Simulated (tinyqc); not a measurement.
Pariser-Parr-Pople SCF with singles CI, for the molecule O=CC1=CC=C1 (SMILES; centres numbered as the heavy atoms are written), step by step. One step of it, computed by the program tinyqc.

Problem. PPP integrals. Ohno: gamma = 14.399645/sqrt(R^2 + a^2), a = 2 x 14.399645/(gamma_rr + gamma_ss); H_rr = -W_r - sum_(s != r) z_s gamma_rs; H_rs = beta for bonds.

Centres (angstrom, eV; a flat drawing with bonds scaled to 1.40 angstrom):
```
centre          x          y  core charge z          W   gamma_rr
1O      -2.365000   0.406000              1  17.020000  12.950000
2C      -1.372000  -0.581000              1  12.180000  11.030000
3C      -0.021000  -0.215000              1  12.180000  11.030000
4C       1.193000  -0.912000              1  12.180000  11.030000
5C       1.890000   0.302000              1  12.180000  11.030000
6C       0.676000   0.999000              1  12.180000  11.030000
```

Resonance integrals (eV):
```
i  j       beta
1  2  -2.450000
2  3  -2.390000
3  4  -2.390000
4  5  -2.390000
5  6  -2.390000
6  3  -2.390000
```

Give: repulsion gamma_rs; core matrix H.

Solution.

repulsion gamma_rs (eV), lower triangle:
```
         1O       2C       3C       4C       5C       6C
1O  12.9500
2C   7.8064  11.0300
3C   5.3214   7.5232  11.0300
4C   3.6182   4.9704   7.5228  11.0300
5C   3.2560   3.9747   6.0722   7.5228  11.0300
6C   4.3335   4.9698   7.5228   6.0722   7.5228  11.0300
```

core matrix H (eV), lower triangle:
```
          1O        2C        3C        4C        5C        6C
1O  -41.3555
2C   -2.4500  -41.4246
3C    0.0000   -2.3900  -46.1424
4C    0.0000    0.0000   -2.3900  -41.8863
5C    0.0000    0.0000    0.0000   -2.3900  -40.5285
6C    0.0000    0.0000   -2.3900    0.0000   -2.3900  -42.6010
```
